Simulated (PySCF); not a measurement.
# Indirect couplings

Molfile (atoms numbered from 1):
```
C4H9
     RDKit          3D

 13 12  0  0  0  0  0  0  0  0999 V2000
   -0.3323    1.4164    0.0201 C   0  0  0  0  0  0  0  0  0  0  0  0
    0.0101    0.0010    0.0535 C   0  0  0  0  0  0  0  0  0  0  0  0
    1.3998   -0.4231    0.1550 C   0  0  0  0  0  0  0  0  0  0  0  0
   -1.0483   -0.9969    0.0264 C   0  0  0  0  0  0  0  0  0  0  0  0
    0.4416    2.0475   -0.4379 H   0  0  0  0  0  0  0  0  0  0  0  0
   -0.3661    1.7065    1.0967 H   0  0  0  0  0  0  0  0  0  0  0  0
   -1.3375    1.6173   -0.3760 H   0  0  0  0  0  0  0  0  0  0  0  0
    2.1319    0.3319   -0.1559 H   0  0  0  0  0  0  0  0  0  0  0  0
    1.5759   -1.4038   -0.3140 H   0  0  0  0  0  0  0  0  0  0  0  0
    1.5476   -0.6093    1.2443 H   0  0  0  0  0  0  0  0  0  0  0  0
   -1.2565   -1.1138   -1.0637 H   0  0  0  0  0  0  0  0  0  0  0  0
   -0.7497   -1.9851    0.4001 H   0  0  0  0  0  0  0  0  0  0  0  0
   -1.9947   -0.6396    0.4595 H   0  0  0  0  0  0  0  0  0  0  0  0
  1  2  1  0
  2  3  1  0
  2  4  1  0
  1  5  1  0
  1  6  1  0
  1  7  1  0
  3  8  1  0
  3  9  1  0
  3 10  1  0
  4 11  1  0
  4 12  1  0
  4 13  1  0
M  CHG  1   2   1
M  END
```

Couplings: B3LYP/pcJ-1 (without the spin–dipole term) in PySCF, geometry PBE0-D3(BJ)/def2-SVP; gas phase, one conformer, non-relativistic. Couplings are averaged over pairs made equivalent by symmetry, fast rotation or ring inversion, so a value needn't be that of the named pair in this geometry, while other rotamers aren't included; one pair stands for each set, and the list holds those of at least 0.8 Hz over up to four bonds.

Isotopes: 13C, 1H.

| pair | bonds | J (Hz) |
| --- | --- | --- |
| C1, C2 | 1 | ? |
| C1, H5 | 1 | 140.0 |
| C1, C3 | 2 | 3.2 |
| C2, H5 | 2 | ? |
| H5, H6 | 2 | -17.7 |
| C1, H8 | 3 | 3.0 |
| H5, H9 | 4 | 4.9 |

Question: Estimate the withheld couplings, with signs.

Answer: 
- 1J(C1,C2) = 33.7 Hz (bond length 1.457 Å)
- 2J(C2,H5) = -2.2 Hz (mean over equivalent pairs that range from -3.4 to -1.1 Hz in this conformer)
